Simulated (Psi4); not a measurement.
# One shape, several levels: [BCl2]+ (SMILES Cl[B+]Cl)

Wanted: a comparison of 3 runs (HF/def2-TZVP, DSD-PBEB95/aug-cc-pV(T+d)Z, FNO-CCSD/def2-SVPD) of [BCl2]+. 

The calculation is run with Psi4 1.11.

3 further runs of the same task are left out: 2 that didn't finish, 1 set aside as unsound or not needed.

**1. The system as given**

[BCl2]+ has 3 atoms, charge +1, and is taken as a singlet. As SMILES, `Cl[B+]Cl`. The coordinates come from a GFN2-xTB relaxation.

Bond lengths: Cl1–B2 1.572 Å, B2–Cl3 1.572 Å. Angles: Cl1–B2–Cl3 179.8°.

**2. The energy at HF/def2-TZVP (run 1)**

File input.json:

```json
{
  "schema_name": "qcschema_input",
  "schema_version": 1,
  "molecule": {
    "schema_name": "qcschema_molecule",
    "schema_version": 2,
    "symbols": ["Cl", "B", "Cl"],
    "geometry": [-2.34019904, 1.44843728, -1.11739506, 0.0013984, 0.00257003, 0.00103935, 2.33880064, -1.45100731, 1.11633681],
    "molecular_charge": 1,
    "molecular_multiplicity": 1,
    "fix_symmetry": "c1",
    "fix_com": true,
    "fix_orientation": true
  },
  "driver": "energy",
  "model": {
    "method": "hf",
    "basis": "def2-TZVP"
  },
  "keywords": {
    "reference": "rhf",
    "puream": true,
    "e_convergence": 1e-09,
    "d_convergence": 1e-08,
    "scf_type": "pk",
    "scf_properties": ["MAYER_INDICES", "DIPOLE", "MULLIKEN_CHARGES"]
  }
}
```

Run with:

```bash
$ psi4 --qcschema input.json -n 1 --memory 1600MB
```

stdout:

```text
[...]
  Running in c1 symmetry.
[...]
  Nuclear repulsion =  105.883521864525648
[...]
  Multiplicity = 1
[...]
  Nalpha       = 19
  Nbeta        = 19
[...]
    Number of basis functions: 105
[...]
   @RHF iter   1:  -943.44128827551435    3.03382e-01   2.34440e-03 DIIS/ADIIS
[...]
   @RHF iter   9:  -943.47122479080974   -4.39968e-11   6.10903e-09 DIIS
[...]
  @RHF Final Energy:  -943.47122479080974
   => Energetics <=
    Nuclear Repulsion Energy =            105.8835218645256475
    One-Electron Energy =               -1502.8697754216047997
    Two-Electron Energy =                 453.5150287662694382
    Total Energy =                       -943.4712247908097424
[...]
 Multipole Moments:
 ------------------------------------------------------------------------------------
     Multipole            Electronic (a.u.)      Nuclear  (a.u.)        Total (a.u.)
 ------------------------------------------------------------------------------------
 L = 1.  Multiply by 2.5417464519 to convert [e a0] to [Debye]
 Dipole X            :          0.0180050           -0.0167808            0.0012242
 Dipole Y            :          0.0314850           -0.0308404            0.0006446
 Dipole Z            :          0.0135260           -0.0127935            0.0007325
 Magnitude           :                                                    0.0015655
[...]
  Mulliken Charges: (a.u.)
   Center  Symbol    Alpha    Beta     Spin     Total
       1    CL     8.34039  8.34039  0.00000  0.31922
       2     B     2.31943  2.31943  0.00000  0.36114
       3    CL     8.34018  8.34018  0.00000  0.31964
   Total alpha = 19.00000, Total beta = 19.00000, Total charge =  1.00000
  Mayer Bond Indices:
[...]
```

The result, in JSON:

```text
{
 "driver": "energy",
 "model": {
  "method": "hf",
  "basis": "def2-TZVP"
 },
 "success": true,
 "return_result": -943.4712247908097,
 "properties": {
  "calcinfo_nbasis": 105,
  "calcinfo_nmo": 105,
  "calcinfo_nalpha": 19,
  "calcinfo_nbeta": 19,
  "calcinfo_natom": 3,
  "nuclear_repulsion_energy": 105.88352186452565,
  "return_energy": -943.4712247908097,
  "scf_one_electron_energy": -1502.8697754216048,
  "scf_two_electron_energy": 453.51502876626944,
  "scf_dipole_moment": [0.0012242467633706289, 0.0006446018837527323, 0.0007325202069782544],
  "scf_total_energy": -943.4712247908097,
  "scf_iterations": 9
 }
}
```

Wall time 2.9 s (1 thread of Intel Xeon 6975P-C (Granite Rapids), shared host); peak memory 0.43 GiB.

**3. A single-point energy at DSD-PBEB95/aug-cc-pV(T+d)Z (density fitting, density fitting for correlation) (run 2)**

File job.inp:

```
memory 1600 mb

molecule mol {
  1 1
  Cl    -1.238380     0.766480    -0.591300
  B      0.000740     0.001360     0.000550
  Cl     1.237640    -0.767840     0.590740
}

set {
  scf_type      df
  freeze_core   true
  print         2
  guess         huckel
  diis_max_vecs 8
  maxiter       80
}

energy_value, wavefunction = energy("dsd-pbeb95/aug-cc-pV(T+d)Z", return_wfn=True)
print_variables()
```

Run with:

```bash
$ psi4 job.inp job.out -n 1
```

job.out:

```text
[...]
  Running in cs symmetry.
[...]
  Nuclear repulsion =  105.883521863230627
[...]
  Multiplicity = 1
[...]
  Nalpha       = 19
  Nbeta        = 19
[...]
   @DF-RKS iter   1:  -943.54164106910673   -9.43542e+02   1.32027e-02 ADIIS/DIIS
[...]
   @DF-RKS iter   8:  -944.28079791836910   -1.52401e-07   3.49059e-07 DIIS
[...]
  @DF-RKS Final Energy:  -944.28079791836910
   => Energetics <=
    Nuclear Repulsion Energy =            105.8835218632306265
    One-Electron Energy =               -1503.1584152275747783
    Two-Electron Energy =                 472.0195840972200472
    DFT Exchange-Correlation Energy =     -19.0254886512450661
    Empirical Dispersion Energy =           0.0000000000000000
    VV10 Nonlocal Energy =                  0.0000000000000000
    Total Energy =                       -944.2807979183689895
[...]
 Multipole Moments:
 ------------------------------------------------------------------------------------
     Multipole            Electronic (a.u.)      Nuclear  (a.u.)        Total (a.u.)
 ------------------------------------------------------------------------------------
 L = 1.  Multiply by 2.5417464519 to convert [e a0] to [Debye]
 Dipole X            :          0.0025638           -0.0007888            0.0017750
 Dipole Y            :          0.0024108           -0.0011783            0.0012324
 Dipole Z            :          0.0000000            0.0000000            0.0000000
 Magnitude           :                                                    0.0021609
[...]
```

It took 6.6 s on 1 thread of Intel Xeon 6975P-C (Granite Rapids), shared host; peak memory 1 GiB.

**4. The energy at FNO-CCSD/def2-SVPD (density fitting, density fitting for correlation) (run 3)**

File job.in:

```
memory 1600 MB

molecule mol {
  1 1
  Cl    -1.238380     0.766480    -0.591300
  B      0.000740     0.001360     0.000550
  Cl     1.237640    -0.767840     0.590740
  units angstrom
  symmetry c1
}

set {
  basis def2-SVPD
  scf_type df
  freeze_core true
  cc_type df
  screening schwarz
}

e_tot = energy("fno-ccsd")
```

Run with:

```bash
$ psi4 -i job.in -o job.out -n 1
```

job.out:

```text
[...]
  Running in c1 symmetry.
[...]
  Nuclear repulsion =  105.883521863230627
[...]
  Multiplicity = 1
[...]
  Nalpha       = 19
  Nbeta        = 19
[...]
    Number of basis functions: 74
[...]
   @DF-RHF iter   1:  -943.09760804297673    4.23086e-01   3.02363e-03 ADIIS/DIIS
[...]
   @DF-RHF iter   9:  -943.13306499039084   -4.32010e-12   3.21467e-09 DIIS
[...]
  @DF-RHF Final Energy:  -943.13306499039084
   => Energetics <=
    Nuclear Repulsion Energy =            105.8835218632306265
    One-Electron Energy =               -1502.0066391440991538
    Two-Electron Energy =                 452.9900522904777063
    Total Energy =                       -943.1330649903907215
[...]
 Multipole Moments:
 ------------------------------------------------------------------------------------
     Multipole            Electronic (a.u.)      Nuclear  (a.u.)        Total (a.u.)
 ------------------------------------------------------------------------------------
 L = 1.  Multiply by 2.5417464519 to convert [e a0] to [Debye]
 Dipole X            :          0.0028050           -0.0007888            0.0020162
 Dipole Y            :          0.0026950           -0.0011783            0.0015166
 Dipole Z            :          0.0000000           -0.0000000            0.0000000
 Magnitude           :                                                    0.0025230
[...]
      * MP2 total energy:                  -943.486608069730
[...]
      * CCSD total energy:                 -943.511700679023
[...]
```

It took 2.9 s on 1 thread of Intel Xeon 6975P-C (Granite Rapids), shared host; peak memory 0.22 GiB.

**5. All runs side by side**

| run | level | integrals | integral approximation | energy (Eh) | HOMO energy (eV) | LUMO energy (eV) | HOMO–LUMO gap (eV) | wall time |
| --- | --- | --- | --- | --- | --- | --- | --- | --- |
| 1 | HF/def2-TZVP | pk | none | -943.471225 | -20.31 | -4.14 | 16.17 | 2.9 s |
| 2 | DSD-PBEB95/aug-cc-pV(T+d)Z (density fitting, density fitting for correlation) | df | program's default | -944.495619 | -19.01 | -5.95 | 13.06 | 6.6 s |
| 3 | FNO-CCSD/def2-SVPD (density fitting, density fitting for correlation) | df | program's default | -943.511701 | -20.41 | -4.23 | 16.18 | 2.9 s |

**6. What came out**

```
                                           quantity          value
                                run 3: total energy  -943.51170 Eh
         run 3: HOMO energy (Hartree–Fock orbitals)      -20.41 eV
         run 3: LUMO energy (Hartree–Fock orbitals)       -4.23 eV
       run 3: HOMO–LUMO gap (Hartree–Fock orbitals)       16.18 eV
run 3: correlation energy (11 core orbitals frozen)     -378.6 mEh
                               run 3: T1 diagnostic          0.014
```

All runs together took 12 s, the longest 6.6 s.
